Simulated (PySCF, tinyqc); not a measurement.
Orbital energy against energy difference: ionisation energy by orbital energies and by energy differences in the 6-31g basis, for CH2, spin multiplicity 1. Computed by the program tinyqc with PySCF. 

Geometry (angstrom):
```
atom       x        y       z
C     0.0000   0.0000  0.0000
H     0.0000   0.8430  0.6180
H     0.0000  -0.8430  0.6180
```

CCSD(T) difference in the same basis = 9.3187 eV

IP-EOM-CCSD = 9.2810 eV

The cation is unrestricted; errors are against CCSD(T) in this basis, not against experiment.

First vertical ionisation energy (eV):
```
method     -e(HOMO)  E(cation) - E  error of -e(HOMO)  error of the difference
HF          10.0295       8.614736             0.7109                  -0.7039
LDA          4.7857       6.395425            -4.5329                  -2.9232
PBE          4.6237       9.772143            -4.6950                   0.4535
B3LYP        5.9320       9.896396            -3.3867                   0.5777
PBE0         6.1953       9.744281            -3.1234                   0.4256
CAM-B3LYP    7.6698       9.875866            -1.6488                   0.5572
LC-wPBE      9.1892       9.829686            -0.1294                   0.5110
```

Koopmans errs by +0.71 eV and Delta-HF by -0.70 eV: relaxation, 1.41 eV, lowers the value and the missing correlation difference works against it. The PBE level is off by -4.7 eV through the wrong tail of its potential, though its energy difference is off by +0.45 eV; exact exchange deepens the level, and among the orbital energies LC-wPBE comes closest; among the differences PBE0 does. The restricted reference is unstable here: a spin-polarised solution lies 0.0248 hartree lower (PySCF), so results built on it describe a poor reference.
